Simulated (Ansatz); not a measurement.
Reaction (SMILES): [SiH3] (SiH3) → SiH3+ (singlet, bonded as [SiH3]) + e-
B3LYP-D3(BJ)/def2-TZVP geometries, fixed; electronic energies without zero-point terms.

Basis-set convergence of the adiabatic ionisation energy at MP2 with Ansatz (an electronic-structure program). Cartesian d functions, on some or all atoms, in 6-31G*, 6-31+G*, 6-311G**, 6-311+G**; all else is spherical. Cores are frozen. Open shells are unrestricted. No added dispersion term, no relativity. Functions are those of the species that has most. Reference: Hartree-Fock in aug-cc-pV(Q+d)Z plus the correlation part extrapolated as X^-3 from aug-cc-pV(T+d)Z and aug-cc-pV(Q+d)Z, 7.994 eV, itself unsure by roughly 0.005 eV (a third of the extrapolation step and of the last Hartree-Fock step). Deviations are taken from unrounded values.

```tsv
basis	functions	adiabatic ionisation energy (eV)
6-31G*	25	7.705
6-31+G*	29	7.724
def2-SVP	33	7.863
def2-SVPD	48	7.891
pcseg-1	33	7.781
aug-pcseg-1	54	7.838
cc-pV(D+d)Z	38	7.866
aug-cc-pV(D+d)Z	59	7.901
6-311G**	45	7.797
6-311+G**	49	7.801
def2-TZVP	55	7.917
def2-TZVPD	70	7.927
pcseg-2	76	7.870
aug-pcseg-2	119	7.930
cc-pV(T+d)Z	81	7.952
aug-cc-pV(T+d)Z	124	7.962
def2-TZVPP	84	7.949
def2-TZVPPD	99	7.948
cc-pV(Q+d)Z	154	7.973
aug-cc-pV(Q+d)Z	227	7.982
def2-QZVPP	160	7.973
def2-QZVPPD	175	7.974
pcseg-3	163	7.957
aug-pcseg-3	236	7.966
```

What the diffuse functions change, pair by pair:
- 6-31G* to 6-31+G*: 4 more functions, deviation -0.289 to -0.269 eV
- def2-SVP to def2-SVPD: 15 more functions, deviation -0.131 to -0.102 eV
- pcseg-1 to aug-pcseg-1: 21 more functions, deviation -0.213 to -0.155 eV
- cc-pV(D+d)Z to aug-cc-pV(D+d)Z: 21 more functions, deviation -0.127 to -0.093 eV
- 6-311G** to 6-311+G**: 4 more functions, deviation -0.197 to -0.193 eV
- def2-TZVP to def2-TZVPD: 15 more functions, deviation -0.076 to -0.067 eV
- pcseg-2 to aug-pcseg-2: 43 more functions, deviation -0.124 to -0.063 eV
- cc-pV(T+d)Z to aug-cc-pV(T+d)Z: 43 more functions, deviation -0.041 to -0.032 eV
- def2-TZVPP to def2-TZVPPD: 15 more functions, deviation -0.045 to -0.046 eV
- cc-pV(Q+d)Z to aug-cc-pV(Q+d)Z: 73 more functions, deviation -0.020 to -0.012 eV
- def2-QZVPP to def2-QZVPPD: 15 more functions, deviation -0.020 to -0.019 eV
- pcseg-3 to aug-pcseg-3: 73 more functions, deviation -0.036 to -0.028 eV

Leaving out the reference's own pair, they bring the value nearer the reference by more than 0.005 eV in 8 of 11 pairs.
